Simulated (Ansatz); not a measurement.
Zinc-blende BeTe, treated with PBE-D3(BJ) in Ansatz (plane waves, PAW).

The input as run:

Ansatz 0.2 input:
```yaml
crystal:
  lattice:
    - [0.0, 2.771631333, 2.771631333]
    - [2.771631333, 0.0, 2.771631333]
    - [2.771631333, 2.771631333, 0.0]
  atoms:
    - { symbol: Be, position: [0.0, 0.0, 0.0] }
    - { symbol: Te, position: [0.25, 0.25, 0.25] }
basis:
  ecutwfc: 520
  ecutrho_ratio: 4
  xc_grid: 2
kpoints:
  mp_grid: { grid: [10, 10, 10] }
hamiltonian:
  xc: pbe
  dispersion: d3bj
  pseudopotentials: { kind: paw }
scf:
  occupations: { method: fermi_dirac, width: 0.01 }
  convergence: { dr2_threshold: 0.0000000002 }
output:
  forces: true
  stress: true
  eigenvalues: true
```

Question: How many irreducible k-points, plane waves at Γ does the program set up, and what pressure does the run end with?

Answer: 47 irreducible k-points, 1139 plane waves at Γ; P = 1.31 GPa, so the cell is compressed on average and its volume would grow at this level.

Output (set-up and result lines):

```
Crystal: 2 atoms, lattice volume = 42.583 Å³
Basis set: ecut = 520 eV, 1139 PW (Γ), exchange–correlation on 60×60×60 points (8 copies of the dense FFT grid, shifted against one another)
Bands: 13, of which v1, the nominal top of the filled ones, is band 9 counted from 1 (8 counted from 0)
Symmetry: 24 space group operations
Space group: F-43m (ITA 216), of the structure as read, at distance tolerance 3.5e-5 Å
k-points: 47 of 1000 (time reversal used)
Functional: x = pbe(κ = 0.804, μ = 0.2195149727645171), c = pbe(β = 0.06672455060314922)
SCF iter   1: F=—  HF=-7074.123943 eV  |F-HF|=—  |Δ(HF+E_count)|=         —  Δρ=5.35e-4  dr2=1.07e-4
SCF iter   2: F=—  HF=-7074.123800 eV  |F-HF|=—  |Δ(HF+E_count)|=   1.43e-4  Δρ=4.48e-4  dr2=1.31e-4
  ...
SCF iter   8: F=—  HF=-7074.123767 eV  |F-HF|=—  |Δ(HF+E_count)|=   1.25e-8  Δρ=1.96e-6  dr2=2.79e-9
SCF iter   9: F=-7074.123767 eV  HF=-7074.123767 eV  |F-HF|=8.91e-11  |Δ(HF+E_count)|=   1.23e-9  Δρ=3.58e-7  dr2=9.43e-11
SCF 1 converged in 9 iterations: F = -7074.123767 eV  dr2 = 9.43e-11
SCF converged after 9 iterations
Free energy (F): -7074.123767 eV
Internal energy: -7074.123767 eV  (E = F + TS)
E sigma→0 (E₀):  -7074.123767 eV
Fermi energy:    9.001765 eV
--- Stress (GPa, compression-positive) ---
        1.308650       0.000000      -0.000000
        0.000000       1.308650       0.000000
       -0.000000       0.000000       1.308650
  P = ⅓ Tr σ = 1.3086 GPa (13.086 kbar)
```

The cell is one volume of an energy–volume scan, off the minimum.

Ansatz is a first-principles code.
